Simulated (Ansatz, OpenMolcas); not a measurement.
# Heat of formation of CF3 (trifluoromethyl radical) from total energies

CF3: 4 atoms, total charge 0, spin state doublet. SMILES: `F[C](F)F`. Geometry: relaxed at PBE0-D4/def2-TZVP.

Total energies at UM06-2X/def2-SVPD (OpenMolcas 26.06); the atoms run unrestricted:

| species | state | energy (Eh) |
| --- | --- | --- |
| CF3 | doublet | -337.211949 |
| F | doublet | -99.617938 |
| C | triplet | -37.797056 |

Harmonic wavenumbers at UPBE0-D4/def2-TZVP, in cm⁻¹: 513, 513, 710, 1107, 1288, 1288.

Measured heats of formation of the gaseous atoms at 298.15 K, in kJ/mol: F 79.4, C 716.9. Spin-orbit lowering of the atoms at 298 K (mean of the ground term's levels less their thermal mean, from spectra), in kJ/mol: F 1.29, C 0.02. Take 1 Eh = 2625.50 kJ/mol, 1 cm⁻¹ = 0.0119627 kJ/mol, RT = 2.479 kJ/mol.

What heat of formation follows?


1. Electronic atomisation energy: 3 × (-99.617938) + (-37.797056) − (-337.211949) = 0.561079 Eh = 1473.1 kJ/mol.
2. Zero-point energy: half the sum of the wavenumbers, 2709.5 cm⁻¹ = 32.4 kJ/mol.
3. Thermal vibrational enthalpy, Σ hcν̃/(exp(hcν̃/kT) − 1): 1.5 kJ/mol. Translation, rotation and pV of a non-linear molecule: 4 RT = 9.9 kJ/mol.
4. The 4 free atoms carry 5/2 RT each: 24.8 kJ/mol.
5. Spin-orbit coupling lowers the free atoms by 3 × 1.29 + 0.02 = 3.9 kJ/mol.
6. Atomisation enthalpy at 298 K: 1473.1 − 3.9 − 32.4 − 1.5 − 9.9 + 24.8 = 1450.2 kJ/mol.
7. Sum of the atoms' heats of formation: 955.1 kJ/mol. Heat of formation: 955.1 − 1450.2 = -495.1 kJ/mol.

No measured value is set beside it here. Anharmonicity and any spin-orbit splitting of the molecule are left out.
